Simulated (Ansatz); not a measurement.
A made-up structure of CH2O, singlet:

```csv
atom,x (Å),y (Å),z (Å)
C1,-0.0028,-0.0022,-0.0033
O2,0.6920,0.5444,0.8013
H3,1.5068,0.7128,1.3000
H4,-0.1443,-1.1019,-0.0075
```

It is relaxed with PBE-D4/def2-SVP and then PBE0-D4/def2-TZVP (Ansatz 0.2.0). Atoms count as bonded within 1.22 times the sum of their covalent radii (H–H: 0.88 Å). The end point is not checked to be a true minimum.

Problem. Does its bonding change? (Judge from chemistry; the calculation decides.)

Solution. The calculation gives: No: no bond forms or breaks.

Where it ends: The first stage lowers the energy by 1.64 eV in 8 steps. It ends as CH₂O ([CH][OH]):
```
4
angstrom
C -0.1226 0.0523 -0.0112
O 0.6914 0.7966 0.6744
H 1.3434 0.3214 1.2211
H 0.1393 -1.0173 0.2063
```

Labels in which every atom is bracketed show which atoms are joined, not bond orders.

For scale, one of the runs: PBE0-D4/def2-TZVP relaxation, 74 basis functions, launched by `ansatz run in.yaml --threads 2 --pin off --events-out ev --progress --plain --max-ram 4352MiB`. The run took about 3.6 s on 2 CPU threads of an Arm Neoverse V1 (shared host).
